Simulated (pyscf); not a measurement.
Optimised with ωB97X-D3(BJ)/def2-SVP in PySCF.

Problem. H₂N–SiH₂–NH₂ + H₂O → NH₃ + H₂N–SiH₂–OH
Surface: singlet. Broken: N–Si, H–O. Formed: H–N, O–Si. Give ΔE‡ and ΔE from ωB97M-D3(BJ)/def2-TZVP, relative to the separated reactants.

Solution. ΔE‡ = 0.83 eV, ΔE = -0.50 eV. Zero-point energy shifts the barrier by +0.07 eV. It is a four-centre exchange, with an imaginary mode of 727i cm⁻¹. On the reactant side the descent ends in a complex, 0.21 eV under the separated species and 1.05 eV under the saddle at ωB97X-D3(BJ)/def2-TZVP. On the product side the descent ends in a complex (not fully relaxed), 0.18 eV under the separated species and 1.51 eV under the saddle at ωB97X-D3(BJ)/def2-TZVP. One saddle was located; it need not be the lowest between these sides.
